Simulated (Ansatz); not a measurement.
Basis-set extrapolation for `[CH3][MgH]` (PBE0-D4/def2-TZVP geometry, frozen core, Ansatz). Multiplicity 1, RHF reference. For Mg the program correlates outer-core shells too, which these sets cover unevenly, so the extrapolated numbers aren't a true limit.

```tsv
	def2-TZVPP	def2-QZVPP
HF	-239.787277	-239.798062
MP2 correlation	-0.396556	-0.448877
CCSD(T) correlation	-0.435816	-0.488950
```

Energies in hartree. Use E(X) = E(∞) + A·exp(−7.88·√X) for Hartree–Fock and E(X) = E(∞) + B·X^(−2.97) for correlation, with X = 3 and 4.

**Question.** What is the CCSD(T) energy at the basis-set limit?

**Answer.** HF limit: -239.798062 + (-0.010785) × 0.13774 = -239.79955. Correlation limit: -0.488950 + (-0.053134) × 0.74074 = -0.52831. Total: -240.32786 hartree, 275.1 kJ/mol below CCSD(T)/def2-TZVPP.
